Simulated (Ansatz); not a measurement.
```yaml
crystal:
  periodic: [false, false, false]
  atoms:
    - {symbol: Al, position_ang: [-1.937504, 0.016474, -0.001917]}
    - {symbol: Ga, position_ang: [0.697550, -0.005931, 0.000690]}
    - {symbol: H, position_ang: [1.817071, 1.233641, -0.000754]}
    - {symbol: H, position_ang: [1.795827, -1.264360, 0.004329]}
basis:
  gaussian: {orbitals: def2-TZVP}
hamiltonian: {xc: pbe0}
relax: {f_tol: 0.004, max_steps: 80}
```

```sh
$ ansatz run in.yaml --threads 1 --pin off --events-out ev --progress --plain --max-ram 2176MiB
```

Steps of the relaxation (energy above the last step; positions in Å, forces in eV/Å):

```
4
step 1, 134.3 meV
Al   -1.938    0.016   -0.002   -0.253    0.002    0.000
Ga    0.698   -0.006    0.001    1.726   -0.015    0.002
H     1.817    1.234   -0.001   -0.739   -0.276    0.000
H     1.796   -1.264    0.004   -0.735    0.288   -0.001
```

```
4
step 2, 40.7 meV
Al   -1.834    0.016   -0.002   -0.126    0.001    0.000
Ga    0.843   -0.007    0.001    0.199   -0.002    0.000
H     1.694    1.385   -0.001   -0.041   -0.491    0.001
H     1.670   -1.414    0.005   -0.033    0.492   -0.001
```

```
4
step 3, 0.5 meV
Al   -1.877    0.016   -0.002   -0.012    0.000    0.000
Ga    0.819   -0.007    0.001   -0.038    0.000    0.000
H     1.726    1.307   -0.001    0.025   -0.019    0.000
H     1.704   -1.337    0.004    0.025    0.019    0.000
```

```
4
step 5, 0.0 meV
Al   -1.884    0.016   -0.002    0.000    0.000    0.000
Ga    0.814   -0.007    0.001    0.000    0.000    0.000
H     1.733    1.299   -0.001    0.000    0.000    0.000
H     1.711   -1.328    0.004    0.000    0.000    0.000
```

Close pairs at the end: Ga2–H3 1.597 Å, Ga2–H4 1.597 Å, Al1–Ga2 2.698 Å.

A stationary point of restricted PBE0 after 5 steps (its stability towards spin polarisation wasn't tested); no frequencies were run, so it isn't proven a minimum. 7 s on 1 thread of Intel Xeon 6975P-C, shared host.
